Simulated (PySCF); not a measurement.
# How the numerical set-up moves the result for Na2

Which parts of the numerical set-up matter for Na2? Each run edits the base script.

The runs use PySCF 2.14.0; method and basis as typed in the scripts.

## (1) The system as given

Na2: 2 atoms, charge 0, spin multiplicity 1.

Bond lengths: Na1–Na2 3.308 Å.

## (2) The base run

The input, input.py:

```python
from pyscf import gto, scf, mcscf, mrpt

mol = gto.M(
    atom='Na 0 0 0; Na 0 0 3.308',
    basis='6-31+g*',
    charge=0,
    spin=0,
    verbose=4,
)
mf = scf.RHF(mol)
mf.kernel()
mc = mcscf.CASSCF(mf, 6, 6)
mc.kernel()
mc.analyze()
mrpt.NEVPT(mc).kernel()
mf.dip_moment()
print('orbital energies (hartree):', mf.mo_energy[..., max(0, mol.nelec[1]-3):mol.nelec[0]+3].round(4))
```

Started as:

```console
> OMP_NUM_THREADS=1 python input.py
```

The log of this run is left out.

In short: E(SCF) = -323.681562 Eh, 6 cycles, E(CAS) − E(SCF) = -0.02099 Eh, NEVPT2 = -0.00681 Eh, μ = 0.00 D (of the SCF density).

The bond length is a typed value, not an optimised one.

## (3) Density fitting weigend

Run 1 changes density fitting: none → weigend.

The input, input.py:

```python
from pyscf import gto, scf, mcscf, mrpt

mol = gto.M(
    atom='Na 0 0 0; Na 0 0 3.308',
    basis='6-31+g*',
    charge=0,
    spin=0,
    verbose=4,
)
mf = scf.RHF(mol)
mf = mf.density_fit(auxbasis='weigend')
mf.kernel()
mc = mcscf.CASSCF(mf, 6, 6)
mc.kernel()
mc.analyze()
mrpt.NEVPT(mc).kernel()
mf.dip_moment()
print('orbital energies (hartree):', mf.mo_energy[..., max(0, mol.nelec[1]-3):mol.nelec[0]+3].round(4))
```

Started as:

```console
> OMP_NUM_THREADS=1 python input.py
```

## (4) 6-311++g**

Run 2 changes basis set: 6-31+g* → 6-311++g**.

Changes to input.py since step 2:

```diff
@@ -4,3 +4,3 @@
     atom='Na 0 0 0; Na 0 0 3.308',
-    basis='6-31+g*',
+    basis='6-311++g**',
     charge=0,
```

What does the calculation give? Wanted: for each run, E(SCF); from base; gap; after the SCF.

The runs gave:

```csv
run,E(SCF) (hartree),from base (eV),cycles,gap (eV),functions,after the SCF
base,-323.681562,0,6,4.38,44,"NEVPT2 correlation -0.757 eV (from the SCF energy, the CASSCF gain included)"
density fitting weigend,-323.226002,+12.3964,6,4.42,44,"NEVPT2 correlation -0.770 eV (from the SCF energy, the CASSCF gain included)"
6-311++g**,-323.691028,-0.2576,7,4.38,60,"NEVPT2 correlation -7.770 eV (from the SCF energy, the CASSCF gain included)"
```

The largest comparable shift of the SCF energy, +12.396 eV, comes with the run “density fitting weigend”. 6-311++g** (60 functions) gives an energy 0.26 eV lower than 6-31+g* (44).
